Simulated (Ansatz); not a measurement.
Geometry optimisation, RKS PBE/def2-SVP in Ansatz 0.2.0.

Input:

```yaml
crystal:
  periodic: [false, false, false]
  atoms:
    - { symbol: H, position_ang: [-0.4831, 0.0092, -2.2877] }
    - { symbol: H, position_ang: [0.1849, 0.3524, -2.4876] }
    - { symbol: S, position_ang: [-0.679, 0.7427, 2.6185] }
    - { symbol: C, position_ang: [0.0995, -0.118, 1.5895] }
    - { symbol: S, position_ang: [0.8777, -0.9862, 0.5673] }
basis:
  gaussian: { orbitals: def2-SVP }
hamiltonian:
  xc: pbe
relax:
  f_tol: 0.02
  max_steps: 40
```

Command:

```bash
$ ansatz run input.yaml --threads 1 --pin off --max-ram 2048MiB --backend cpu --events-out ev --progress --plain --runs-dir out
```

Question: Where does it end, and by what steps?

Answer: The run converged. The force dipped under the threshold on the way, but the program's further checks kept it going. After 25 steps the energy has fallen by 0.043 eV; H1 moved furthest, 0.53 Å.

```tsv
step	energy less start (eV)	largest force component (eV/Å)	accepted
0	0.0000	0.693	yes
1	-0.0261	0.193	yes
2	-0.0275	0.068	yes
3	-0.0279	0.017	yes
4	-0.0281	0.022	yes
5	0.0114	0.920	no
6	-0.0283	0.057	yes
7	-0.0288	0.043	yes
8	-0.0216	0.511	no
9	-0.0296	0.027	yes
10	-0.0305	0.159	yes
11	-0.0309	0.247	yes
12	-0.0354	0.039	yes
13	-0.0355	0.139	yes
14	-0.0355	0.139	yes
15	-0.0234	0.747	no
16	-0.0364	0.329	yes
17	-0.0410	0.127	yes
18	-0.0412	0.185	yes
19	-0.0313	0.691	no
20	-0.0415	0.199	yes
21	-0.0407	0.353	no
22	-0.0428	0.093	yes
23	-0.0433	0.019	yes
24	-0.0434	0.037	yes
25	-0.0434	0.006	yes
```

```xyz
5
Properties=species:S:1:pos:R:3
H 0.015 0.133 -2.160
H -0.117 0.406 -2.867
S -0.608 0.833 2.689
C 0.033 -0.178 1.675
S 0.677 -1.194 0.664
```

The run took 27 s on 1 thread of Arm Neoverse V1 (shared host), peak memory 0.1 GiB.
